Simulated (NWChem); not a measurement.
Setting up BNH4 in NWChem

BNH4 has 6 atoms, charge 0, and is taken as a singlet. The two molecules were placed rigidly side by side, at 0.8 times the sum of the van der Waals radii of their closest atoms; the pair isn't optimised.

```jsonl
{"atom": "B", "x (Å)": "1.5691", "y (Å)": "-0.2476", "z (Å)": "3.1355"}
{"atom": "N", "x (Å)": "2.8648", "y (Å)": "0.1515", "z (Å)": "3.4184"}
{"atom": "H", "x (Å)": "0.9616", "y (Å)": "0.3210", "z (Å)": "2.2749"}
{"atom": "H", "x (Å)": "1.0906", "y (Å)": "-1.1505", "z (Å)": "3.7589"}
{"atom": "H", "x (Å)": "3.4323", "y (Å)": "-0.2810", "z (Å)": "4.1274"}
{"atom": "H", "x (Å)": "3.3286", "y (Å)": "0.9015", "z (Å)": "2.9348"}
```

Settings wanted:

```
task                      : energy
method                    : HF
basis set                 : def2-SVPD
integral approximation    : none
reference                 : RHF
SCF convergence threshold : 1e-08
iteration cap             : 80
symmetry                  : none
module                    : scf
```

Write the NWChem 7.3.0 input and the command.

One that was run (others would do as well):

bh4n.nw:
```
start bh4n
memory stack 880 mb heap 220 mb global 1100 mb

geometry units atomic noautosym nocenter noautoz
  B   2.96520706 -0.46783950  5.92514178
  N   5.41361181  0.28631241  6.45989648
  H   1.81708505  0.60652650  4.29888127
  H   2.06095421 -2.17412991  7.10321594
  H   6.48618257 -0.53093745  7.79959891
  H   6.29021797  1.70360700  5.54593044
end

basis spherical bse
  * library def2-SVPD
end

scf
  thresh 1e-08
  maxiter 80
  print low
end

task scf energy
```

```bash
$ nwchem bh4n.nw > bh4n.out
```

Calculated total energy: -81.44020 Eh.
